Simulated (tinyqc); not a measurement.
Worked calculation: Born-Oppenheimer dynamics on the UHF/sto-3g surface (energies and gradients from PySCF), for OH+, spin multiplicity 3. Computed by tinyqc, a small Python program that keeps every step (integrals from PySCF). Settings: charge = 1, multiplicity = 3, basis = sto-3g, time step (fs) = 0.5, steps = 16. Command: `OMP_NUM_THREADS=1 python tinyqc.py 22561 22562 out.jsonl` (the two numbers bound the seeds that draw the settings). One thread of a shared host (Intel(R) Xeon(R) Processor @ 2.60GHz), about 1 s of CPU time with the checks.

## Velocity Verlet step 1

positions (bohr):
```
           x         y         z
1O  0.000000  0.000000  0.000000
2H  0.000000  0.000000  1.933190
```

velocities (bohr per atomic time unit):
```
               x             y             z
1O   0.000122224  -0.000052813   0.000058207
2H  -0.001939776   0.000838187  -0.000923793
```

gradient (hartree/bohr):
```
             x           y            z
1O  0.00000000  0.00000000   0.05815194
2H  0.00000000  0.00000000  -0.05815194
```

masses (electron masses): 1O 29156.946388, 2H 1837.152588

gradient after step 1 (hartree/bohr):
```
              x            y            z
1O  -0.00146155   0.00063154   0.06583992
2H   0.00146155  -0.00063154  -0.06583992
```

dt = 0.5 fs = 20.6707 atomic units; x' = x + v dt - g dt^2 / (2m); after the new gradient g', v' = v - (g + g') dt / (2m).

positions after step 1 (bohr):
```
            x          y         z
1O   0.002526  -0.001092  0.000777
2H  -0.040097   0.017326  1.920857
```

velocities after step 1 (bohr per atomic time unit):
```
               x             y             z
1O   0.000122742  -0.000053037   0.000014256
2H  -0.001947999   0.000841740  -0.000226247
```

## Velocity Verlet step 2

gradient after step 2 (hartree/bohr):
```
              x            y            z
1O  -0.00279368   0.00120716   0.06276274
2H   0.00279368  -0.00120716  -0.06276274
```

As before.

positions after step 2 (bohr):
```
            x          y         z
1O   0.005074  -0.002193  0.000589
2H  -0.080533   0.034799  1.923836
```

velocities after step 2 (bohr per atomic time unit):
```
               x             y             z
1O   0.000124250  -0.000053689  -0.000031331
2H  -0.001971938   0.000852084   0.000497239
```

## Energy conservation

The total energy should stay constant up to terms of order dt^2; the step counts as short enough if it moves by less than 2 % of the largest kinetic energy.

Trajectory:
```
time (fs)  1O-2H (angstrom)  potential (hartree)  kinetic (hartree)  total (hartree)
0.000000           1.023000         -74.04580584         0.00519345     -74.04061239
0.500000           1.016359         -74.04502804         0.00444718     -74.04058087
1.000000           1.018934         -74.04534113         0.00474736     -74.04059377
1.500000           1.030325         -74.04655381         0.00591296     -74.04064086
2.000000           1.048830         -74.04796007         0.00727194     -74.04068813
2.500000           1.071909         -74.04882958         0.00812000     -74.04070959
3.000000           1.096753         -74.04880187         0.00809972     -74.04070215
3.500000           1.120736         -74.04795536         0.00727785     -74.04067751
4.000000           1.141675         -74.04664750         0.00599848     -74.04064902
4.500000           1.157922         -74.04531333         0.00468800     -74.04062534
5.000000           1.168345         -74.04432556         0.00371537     -74.04061019
5.500000           1.172284         -74.04392734         0.00332279     -74.04060455
6.000000           1.169501         -74.04421009         0.00360156     -74.04060853
6.500000           1.160163         -74.04510926         0.00448720     -74.04062206
7.000000           1.144856         -74.04640711         0.00576268     -74.04064443
7.500000           1.124624         -74.04775020         0.00707765     -74.04067254
8.000000           1.101026         -74.04870650         0.00800779     -74.04069871
```

The total energy moves within 1.3e-04 hartree, under 2 % of the largest kinetic energy.
